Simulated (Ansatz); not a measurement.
methane (SMILES C) moved off its minimum; all values from Ansatz (a first-principles code), cores frozen in correlated methods.
(charge 0, multiplicity 1)
```xyz
5

C      0.0140     0.0437     0.0509
H     -0.6629    -0.3274    -0.7792
H      0.0535     1.1228    -0.0427
H     -0.3108    -0.3536     0.9628
H      0.9396    -0.4240    -0.1588
```

Forces at r2SCAN/def2-TZVPP (eV/Å):

```json
[
 {"atom": "C1", "Fx": "-1.133", "Fy": "-0.250", "Fz": "-2.639"},
 {"atom": "H2", "Fx": "0.491", "Fy": "0.407", "Fz": "1.012"},
 {"atom": "H3", "Fx": "0.120", "Fy": "0.043", "Fz": "0.411"},
 {"atom": "H4", "Fx": "-0.744", "Fy": "-0.088", "Fz": "1.456"},
 {"atom": "H5", "Fx": "1.265", "Fy": "-0.112", "Fz": "-0.240"}
]
```

### Question
Give the forces (eV/Å), the total energy and the dipole at CCSD(T)/aug-cc-pVTZ.

### Answer

| atom | Fx | Fy | Fz |
|---|---|---|---|
| C1 | -1.135 | -0.274 | -2.666 |
| H2 | 0.451 | 0.394 | 0.976 |
| H3 | 0.123 | 0.097 | 0.422 |
| H4 | -0.769 | -0.091 | 1.516 |
| H5 | 1.330 | -0.126 | -0.248 |
Energy -40.4356 hartree, dipole 0.06 D.
